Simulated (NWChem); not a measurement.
Everything below was run with NWChem. System: CHO (+1), charge 1, spin multiplicity 1, at a geometry optimised with PBE/def2-SVP. The structure started from a generated list of species. Level: real-time TD-PBE0/6-31G* (spherical d).

Part of the output:

```
             Northwest Computational Chemistry Package (NWChem) 7.3.0
             --------------------------------------------------------

                                NWChem Input Module
                                -------------------

 Scaling coordinates for geometry "system" by  1.889725989
 (inverse scale =  0.529177249)

                              Geometry "system" -> ""
                              -----------------------

 Output coordinates in angstroms (scale by  1.889725989 to convert to a.u.)

  No.       Tag          Charge          X              Y              Z
 ---- ---------------- ---------- -------------- -------------- --------------
    1 C                    6.0000     0.00000000     0.00000000    -0.52191500
    2 O                    8.0000     0.00000000     0.00000000     0.59655000
    3 H                    1.0000     0.00000000     0.00000000    -1.64090800

 Effective nuclear repulsion energy (a.u.)      27.4396452047

            Nuclear Dipole moment (a.u.)
            ----------------------------
        X                 Y               Z
 ---------------- ---------------- ----------------
     0.0000000000     0.0000000000     0.0000037795


 Summary of "ao basis" -> "" (spherical)
 ------------------------------------------------------------------------------
       Tag                 Description            Shells   Functions and Types
 ---------------- ------------------------------  ------  ---------------------
 *                           6-31g*                   on all atoms

                                 NWChem DFT Module
                                 -----------------

 Summary of "ao basis" -> "ao basis" (spherical)
 ------------------------------------------------------------------------------
       Tag                 Description            Shells   Functions and Types
 ---------------- ------------------------------  ------  ---------------------
 C                           6-31g*                  6       14   3s2p1d
 O                           6-31g*                  6       14   3s2p1d
 H                           6-31g*                  2        2   2s

 Summary of "ao basis" -> "ao basis" (spherical)
 ------------------------------------------------------------------------------
       Tag                 Description            Shells   Functions and Types
 ---------------- ------------------------------  ------  ---------------------
[...]
     Molecular orbitals     : 30

   Vector      Occupation     Eigenvalue [au]
 --------------------------------------------
         1        2.00       -1.97043411E+01
         2        2.00       -1.07574645E+01
         3        2.00       -1.55432756E+00
         4        2.00       -9.97746462E-01
         5        2.00       -8.84981825E-01
         6        2.00       -8.33629589E-01
         7        2.00       -8.33629589E-01
         8        0.00       -3.71787781E-01
         9        0.00       -3.71787781E-01
        10        0.00       -2.43592862E-01
        11        0.00       -1.29330055E-02
        12        0.00        2.01939739E-01
        13        0.00        2.01939739E-01
        14        0.00        3.50232829E-01
        15        0.00        4.90795481E-01
        16        0.00        5.25167251E-01
        17        0.00        6.44649668E-01
        18        0.00        6.44649668E-01
        19        0.00        7.10173422E-01
        20        0.00        1.11822361E+00
        21        0.00        1.11822376E+00
        22        0.00        1.17840255E+00
        23        0.00        1.17840255E+00
        24        0.00        1.38214467E+00
        25        0.00        1.61304576E+00
        26        0.00        1.61304590E+00
        27        0.00        2.25358942E+00
        28        0.00        2.25358942E+00
        29        0.00        2.37698734E+00
        30        0.00        2.70652492E+00

kick      0.00000        ### Propagation started ###
kick      0.00000        ### Checks passed ###
kick      0.00000   0.000000000000E+000   1.000000000000E-004   0.000000000000E+000     # Applied E-field [system] (alpha spin)
kick      0.00000   0.000000000000E+000   1.000000000000E-004   0.000000000000E+000     # Applied E-field [system] (beta spin)
kick      0.00000   2.743964520475E+001     # Enuc
kick      0.00000  -2.030944605344E+002     # Ecore
kick      0.00000   7.604506908595E+001     # Ecoul
kick      0.00000  -1.380590116817E+001     # Exc(1)
kick      0.00000   0.000000000000E+000     # Exc(2)
kick      0.00000  -1.134156474119E+002     # Etot
kick      0.00000  -1.989519660128E-013     # Eadded
kick      0.00000   1.328024264010E-013  -1.372971424859E-013  -1.514222265837E+000     # Dipole moment [system]
kick      0.00000        ### Saved restart file ###
kick      0.00000   2.042810365310E-014     # Magnus interpol (matrix 1 of 1)
kick      0.00000                     2     # Magnus total interpolations
kick      0.20000   0.000000000000E+000   0.000000000000E+000   0.000000000000E+000     # Applied E-field [system] (alpha spin)
kick      0.20000   0.000000000000E+000   0.000000000000E+000   0.000000000000E+000     # Applied E-field [system] (beta spin)
kick      0.20000   2.743964520475E+001     # Enuc
kick      0.20000  -2.030944605339E+002     # Ecore
kick      0.20000   7.604506908594E+001     # Ecoul
kick      0.20000  -1.380590116816E+001     # Exc(1)
kick      0.20000   0.000000000000E+000     # Exc(2)
kick      0.20000  -1.134156474114E+002     # Etot
kick      0.20000   5.073559350421E-010     # Eadded
kick      0.20000   1.336534649412E-013   1.037056995255E-005  -1.514222265857E+000     # Dipole moment [system]
kick      0.20000   8.903988657494E-014     # Magnus interpol (matrix 1 of 1)
kick      0.20000                     2     # Magnus total interpolations
kick      0.40000   0.000000000000E+000   0.000000000000E+000   0.000000000000E+000     # Applied E-field [system] (alpha spin)
kick      0.40000   0.000000000000E+000   0.000000000000E+000   0.000000000000E+000     # Applied E-field [system] (beta spin)
kick      0.40000   2.743964520475E+001     # Enuc
...
kick     28.00000   4.701234956883E-010     # Eadded
kick     28.00000   1.344147329868E-013   7.327168262440E-006  -1.514222265623E+000     # Dipole moment [system]
kick     28.00000   1.998401444325E-015     # Magnus interpol (matrix 1 of 1)
kick     28.00000                     2     # Magnus total interpolations
kick     28.20000   0.000000000000E+000   0.000000000000E+000   0.000000000000E+000     # Applied E-field [system] (alpha spin)
kick     28.20000   0.000000000000E+000   0.000000000000E+000   0.000000000000E+000     # Applied E-field [system] (beta spin)
kick     28.20000   2.743964520475E+001     # Enuc
kick     28.20000  -2.030944605334E+002     # Ecore
kick     28.20000   7.604506908525E+001     # Ecoul
kick     28.20000  -1.380590116806E+001     # Exc(1)
kick     28.20000   0.000000000000E+000     # Exc(2)
kick     28.20000  -1.13415647411
```

Problem. Write an NWChem input that would produce this output.

Solution. One answer among several that fit: 
```
start mol
memory heap 200 mb stack 900 mb global 1100 mb
charge 1
geometry "system" units angstroms nocenter noautoz noautosym
  C      0.000000     0.000000    -0.521915
  O      0.000000     0.000000     0.596550
  H      0.000000     0.000000    -1.640908
end
set geometry "system"
basis spherical
  * library 6-31g*
end
dft
  xc pbe0
  semidirect memsize 60000000 filesize 0
  iterations 100
  convergence energy 1e-10 density 1e-9 gradient 1e-8
  tolerances tight
end
task dft energy
rt_tddft
  tmax 200.0
  dt 0.2
  tag "kick"
  print dipole
  field "kick"
    type delta
    polarization y
    max 0.0001
  end
  excite "system" with "kick"
end
task dft rt_tddft
```
